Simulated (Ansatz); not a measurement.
Frontier orbitals of F$_{2}$Si, SMILES `F[Si]F`.

```csv
atom,x (Å),y (Å),z (Å)
F1,-0.4592,-1.1635,-0.2648
Si2,-0.2319,0.4046,-0.4975
F3,0.6911,0.7589,0.7623
```

Total charge 0; spin multiplicity 1. All single points use the PBE0-D4/def2-TZVP geometry. Basis def2-TZVPP, Ansatz.

```csv
functional,HOMO (eV),LUMO (eV),gap (eV)
LDA (SPW92),-7.23,-3.14,4.09
PBE,-7.08,-2.95,4.13
revPBE,-7.02,-2.89,4.13
PBE0,-8.30,-2.13,6.17
CAM-B3LYP,-9.69,-1.02,8.67
ωB97M-V,-10.49,-0.05,10.44
```

(1) What is the vertical ionisation energy at frozen-core CCSD(T)/CBS(def2)? (Best estimate.)

## Answers

(1) The calculation gave: 11.23 eV (T1 of the cation 0.020).

From PBE to PBE0 the HOMO moves by −1.22 eV and the LUMO by +0.83 eV, and with ωB97M-V by −3.41 and +2.91 eV, so the gap grows from 4.13 to 10.44 eV with exact exchange. −ε(HOMO) differs from that ionisation energy by −4.15 eV with PBE and −0.74 eV with ωB97M-V.
